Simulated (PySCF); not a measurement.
**difluoroacetylene: calculation and literature**

Molfile (atoms numbered from 1):
```
C2F2
     RDKit          3D

  4  3  0  0  0  0  0  0  0  0999 V2000
   -1.8216   -0.0208    0.6911 F   0  0  0  0  0  0  0  0  0  0  0  0
   -0.5699   -0.0120    0.4355 C   0  0  0  0  0  0  0  0  0  0  0  0
    0.5888   -0.0005    0.1930 C   0  0  0  0  0  0  0  0  0  0  0  0
    1.8406    0.0078   -0.0630 F   0  0  0  0  0  0  0  0  0  0  0  0
  1  2  1  0
  2  3  3  0
  3  4  1  0
M  END
```

- B3LYP/pcJ-2 coupling constants
- geometry: PBE0-D3(BJ)/def2-TZVP
- NMR shieldings at PBE0/pcSseg-2/GIAO
- program: PySCF 2.14.0 with density-fitted response routines
- non-relativistic, one computed conformer, isolated molecule, one averaged value for each set of equivalent atoms

Reference values: CCSD(T)/13s9p4d3f (gas (isolated, no vibration); M. E. Harding, PhD thesis, Mainz 2008 (Harding, Lenhart, Auer, Gauss, JCP 2008, 128, 244111)).
```json
{"atoms": "F1/F4", "quantity": "σ ¹⁹F", "reference": "475.4", "computed": "461.8"}
```

Reference values: CCSD(T)/13s9p4d3f + vibration and temperature (MP2) (gas, 300 K; M. E. Harding, PhD thesis, Mainz 2008 (Harding, Lenhart, Auer, Gauss, JCP 2008, 128, 244111)).
```json
{"atoms": "F1/F4", "quantity": "σ ¹⁹F", "reference": "467.4", "computed": "461.8"}
```

Absolute shieldings are compared as such; zero-point and thermal motion, absent here, lowers them by some tenths of a ppm for H, a few ppm for C and up to about 10 ppm for F.

Coupling constants in Hz:
| coupling | reference | computed | source |
| --- | --- | --- | --- |
| ³J(F1,F4) | 2.6 | 40.3 | CC3; gas (equilibrium); Jessen and Sauer, arXiv:2312.00705; CC3 and CCSD from Faber, Sauer, Gauss 2017 |
| ³J(F1,F4) | 2.1 | 40.3 | measured; Jessen and Sauer, arXiv:2312.00705; CC3 and CCSD from Faber, Sauer, Gauss 2017 |
| ¹J(C2,F1) | -256.6 | -375.7 | CC3; gas (equilibrium); Jessen and Sauer, arXiv:2312.00705; CC3 and CCSD from Faber, Sauer, Gauss 2017 |
| ¹J(C2,F1) | -287.3 | -375.7 | measured; Jessen and Sauer, arXiv:2312.00705; CC3 and CCSD from Faber, Sauer, Gauss 2017 |
| ²J(C3,F1) | 45.5 | 49.9 | CC3; gas (equilibrium); Jessen and Sauer, arXiv:2312.00705; CC3 and CCSD from Faber, Sauer, Gauss 2017 |
| ²J(C3,F1) | 28.7 | 49.9 | measured; Jessen and Sauer, arXiv:2312.00705; CC3 and CCSD from Faber, Sauer, Gauss 2017 |
| ¹J(C2,C3) | 401.6 | 436.7 | CC3; gas (equilibrium); Jessen and Sauer, arXiv:2312.00705; CC3 and CCSD from Faber, Sauer, Gauss 2017 |

Problem. How far are the unscaled ¹⁹F shieldings from the references?

Solution. Mean signed difference -9.60 ppm, mean absolute 9.60 ppm over 2 comparisons; the largest is -13.6 ppm at F1/F4 (fluorine bonded to C).

9 of the 23 published NMR values on file for this molecule are compared. The rest: other calculations.
